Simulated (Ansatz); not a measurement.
**CH2S2: basis-set convergence**

Aim: see how fast density functionals converge with the basis set for CH2S2.

Computed with Ansatz 0.2.0, Gaussian basis. Level: one geometry, several basis sets.

Plan: PBE0-D4/def2-SVP; ωB97M-V/def2-SVP; PBE0-D4/def2-QZVPP; ωB97M-V/def2-QZVPP; the functionals' def2-TZVPP values are taken from earlier runs.

### 1 Structure used throughout

An earlier PBE0-D4 in a triple-zeta def2 set relaxation fixed the geometry.

5 atoms, charge 0, spin multiplicity 1.

Atoms are counted from 1 here; the program's logs count them from 0.

Bond lengths: C1–S2 1.784 Å, C1–S3 1.784 Å, C1–H4 1.085 Å, C1–H5 1.085 Å, S2–S3 2.067 Å. Angles: S2–C1–S3 70.8°, S2–C1–H4 115.6°, S2–C1–H5 115.6°, S3–C1–H4 115.6°, S3–C1–H5 115.6°, H4–C1–H5 116.0°, C1–S2–S3 54.6°, C1–S3–S2 54.6°.

As a file:

```xyz
5

C    -0.0470    0.2236   -0.2610
S     0.2634   -0.0028    1.4816
S     0.1134   -1.5196    0.0849
H    -1.0454    0.5599   -0.5190
H     0.7656    0.6651   -0.8279
```

### 2 PBE0-D4 in def2-SVP

in.yaml reads:

```yaml
crystal:
  periodic: [false, false, false]
  atoms:
    - {symbol: C, position_ang: [-0.046965, 0.223582, -0.261013]}
    - {symbol: S, position_ang: [0.263424, -0.002757, 1.481573]}
    - {symbol: S, position_ang: [0.113366, -1.519636, 0.084917]}
    - {symbol: H, position_ang: [-1.045377, 0.559879, -0.518997]}
    - {symbol: H, position_ang: [0.765551, 0.665131, -0.827879]}
basis:
  gaussian: {orbitals: def2-SVP}
hamiltonian: {xc: pbe0, dispersion: d4}
output: {orbitals: {seedname: orbitals}}
```

Launch:

```sh
ansatz run in.yaml --threads 2 --pin off --events-out ev --progress --plain --max-ram 4352MiB
```

Further steps of the session: ωB97M-V in def2-SVP; PBE0-D4 in def2-QZVPP; ωB97M-V in def2-QZVPP.

Before running them: what should the planned runs give, taken together? Wanted: PBE0-D4: double and triple zeta above quadruple; ωB97M-V: double and triple zeta above quadruple.

**Answer**, as computed:

```
                                       quantity          value
PBE0-D4: double and triple zeta above quadruple  9.71, 0.72 eV
ωB97M-V: double and triple zeta above quadruple  9.65, 0.69 eV
```

What this shows: PBE0-D4 gains 8.99 eV from double to triple zeta, then 0.72 eV more. These are total energies; as a rule much of such shifts cancels in differences, which this series doesn't test. The LUMO of ωB97M-V is positive and keeps falling with the basis (0.82 to 0.32 eV): an unbound level that the basis holds in place.
